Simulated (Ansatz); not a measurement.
# AlNH₃+ (triplet): the correlation ladder, cc-pVTZ

The task here is to estimate one member of a computed series from the others.

The runs use Ansatz 0.2.0, Gaussian basis; cc-pVTZ, core rule «outside noble gas», up to 6 orbitals frozen.

To be run: UHF; CCSD(T) on ROHF; CCSD(T) on UHF; BCCD(T) on ROHF; CCSDT(Q) on ROHF; CCSDT(Q) on UHF.

9 further runs of the same task are left out: 4 for a known fault of the program, 5 set aside as unsound or not needed.

### What is computed

The geometry is a PBE0/def2-TZVP stationary point (not a proven minimum) of the parent state, kept for this charge and spin.

5 atoms, charge 1, spin multiplicity 3.

Atoms are counted from 1 here; the program's logs count them from 0.

Bond lengths: Al1–N2 1.744 Å, Al1–H3 1.581 Å, Al1–H4 1.581 Å, N2–H5 1.005 Å. Angles: N2–Al1–H3 117.1°, N2–Al1–H4 117.1°, H3–Al1–H4 125.8°, Al1–N2–H5 180.0°.

As a file:

```xyz
5

Al    0.0000    0.0000    0.5851
N     0.0000    0.0000   -1.1592
H     0.0000    1.4073    1.3050
H     0.0000   -1.4073    1.3050
H     0.0000    0.0000   -2.1640
```

The first run:

File in.yaml:

```yaml
crystal:
  periodic: [false, false, false]
  atoms:
    - {symbol: Al, position_ang: [0.000000, 0.000000, 0.585096]}
    - {symbol: N, position_ang: [0.000000, 0.000000, -1.159176]}
    - {symbol: H, position_ang: [0.000000, 1.407264, 1.304973]}
    - {symbol: H, position_ang: [0.000000, -1.407264, 1.304973]}
    - {symbol: H, position_ang: [0.000000, 0.000000, -2.164038]}
basis:
  gaussian: {orbitals: cc-pVTZ}
total_charge: 1
magnetization: {spin_polarized: true, initial_magnetization: 2}
hamiltonian: {xc: hf}
output: {orbitals: {seedname: orbitals}}
```

Run with:

```bash
$ ansatz run in.yaml --threads 1 --pin off --events-out ev --progress --plain --max-ram 2816MiB --backend cpu
```

Steps of the session up to this table: UHF; CCSD(T) on ROHF; CCSD(T) on UHF; BCCD(T) on ROHF; CCSDT(Q) on ROHF; CCSDT(Q) on UHF.

One of the session's tables, all rows but one given; the rest of the session is left out.

| method | from UCCSDT(Q) (kJ/mol) |
| --- | --- |
| ROHF | +664.9 |
| UHF | +641.0 |
| RMP2 | +114.8 |
| UMP2 | +115.0 |
| RCCSD | +19.6 |
| UCCSD | +19.1 |
| RCCSD(T) | +4.0 |
| UCCSD(T) | +3.8 |
| BCCD(T) | ? |
| RCCSDT | +0.8 |
| UCCSDT | +0.6 |
| RCCSDT(Q) | +0.3 |
| UCCSDT(Q) | 0 |

Estimate the missing values for BCCD(T).

The run gave: from UCCSDT(Q) (kJ/mol): +3.7. In the column «from UCCSDT(Q) (kJ/mol)» it lies between RCCSDT (+0.8) and UCCSD(T) (+3.8).

Limits of these values: Restricted and unrestricted rows rest on different reference determinants; where their highest levels disagree by more than a few hundredths of an eV, they describe different states and don't form one ladder.
